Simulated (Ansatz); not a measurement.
A nudged elastic band was laid between two geometries of AlH3 + H3P (8 atoms, charge 0, multiplicity 1).

The calculation used RKS PBE-D4/def2-SVP (Ansatz 0.2.0).

```json
{"movable images": "5", "climbing image": "yes", "spring": "5.0 eV/Å²", "optimiser": "quadratic models (default)", "start path": "through a guess of the saddle point", "force threshold": "0.03 eV/Å", "iteration limit": "60", "end points": "relaxed"}
```

Initial state:

```xyz
8
Properties=species:S:1:pos:R:3
Al 0.020 0.034 0.129
H -0.083 0.701 1.588
H 1.451 -0.093 -0.578
H -1.323 -0.253 -0.696
P 0.174 -2.963 1.197
H -0.661 -2.757 0.042
H 1.385 -2.633 0.495
H -0.016 -1.613 1.709
```

Final state:

```xyz
8
Properties=species:S:1:pos:R:3
Al 0.112 -0.679 -0.044
H -0.156 0.590 1.782
H 1.453 0.167 -0.270
H -1.307 -0.121 -0.534
P 0.240 -2.853 0.868
H -0.657 -3.389 -0.124
H 1.427 -3.169 0.114
H -0.164 -0.123 2.094
```

Which bonds break or form, and what moves?

Bonds broken: Al1–H2, P5–H8. Bonds formed: Al1–P5, H2–H8. AlH3 + H3P becomes AlH4P + H2.

Give the energies along the band, and the barrier.

The run converged. The highest image is number 2 of 0 to 6, 13.7 kcal/mol above the first end and 20.0 kcal/mol above the last; the last end lies 6.3 kcal/mol below the first. A vibrational analysis at the climbing image gives one clearly imaginary mode, 961i cm⁻¹: a first-order saddle point. The orbitals stay closed-shell, which can raise the energy where a bond breaks towards radicals; this wasn't checked here.

```csv
image,path coordinate (Å),energy (kcal/mol),Al1–H2 (Å),P5–H8 (Å),Al1–P5 (Å)
0,0.00,0.0,1.61,1.46,3.19
1,0.53,3.4,1.62,1.50,2.95
2,1.06,13.7,1.72,1.79,2.65
3,1.49,5.1,1.90,2.11,2.46
4,1.92,-3.2,2.09,2.44,2.37
5,2.34,-6.0,2.20,2.82,2.36
6,2.77,-6.3,2.24,3.02,2.36
```

What is the geometry of the highest image?


```xyz
8
Properties=species:S:1:pos:R:3
Al 0.041 -0.304 0.023
H -0.042 0.166 1.673
H 1.483 0.025 -0.556
H -1.411 -0.146 -0.606
P 0.108 -2.686 1.183
H -0.621 -2.927 -0.034
H 1.403 -2.742 0.561
H -0.014 -0.964 1.642
```

What are the harmonic wavenumbers there?

961i, 86, 291, 397, 477, 541, 645, 658, 689, 994, 1041, 1154, 1533, 1691, 1901, 1926, 2328, 2356 cm⁻¹.

The band took 10 iterations and of the order of 80 core-seconds.

Run time: 82 s on 1 thread of Arm Neoverse V1, with other jobs on the host, peak memory 0.11 GiB.
